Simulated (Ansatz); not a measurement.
System: C3H4, charge 0, singlet. C3H4 (SMILES C=C=C).
B3LYP-D3(BJ)/def2-TZVP minimum from Ansatz (a first-principles code):
```xyz
7

C      0.0000     0.0000     0.0000
C     -0.0052     0.0000     1.3001
C      0.0052     0.0000    -1.3001
H     -0.0108     0.9262     1.8632
H     -0.0040    -0.9263     1.8631
H      0.9337     0.0035    -1.8595
H     -0.9188    -0.0034    -1.8668
```

Total energies in cc-pVDZ, 16 correlated electrons, 3 frozen orbitals. UHF or UKS for unpaired electrons; spin-orbit terms are left out. Cores are frozen in correlated methods. No relativity.

```
method    program  energy (Eh)  minus CCSDT(Q) (mEh)
--------  -------  -----------  --------------------
HF         Ansatz   -115.87259                443.44
MP2        Ansatz   -116.26330                 52.72
CCSD       Ansatz   -116.29798                 18.04
CCSD(T)    Ansatz   -116.31406                  1.96
CCSDT(Q)   Ansatz   -116.31602                  0.00
```

Rough core times of Ansatz's runs on a shared machine: CCSD(T) under 20 s, CCSDT(Q) 80 s.
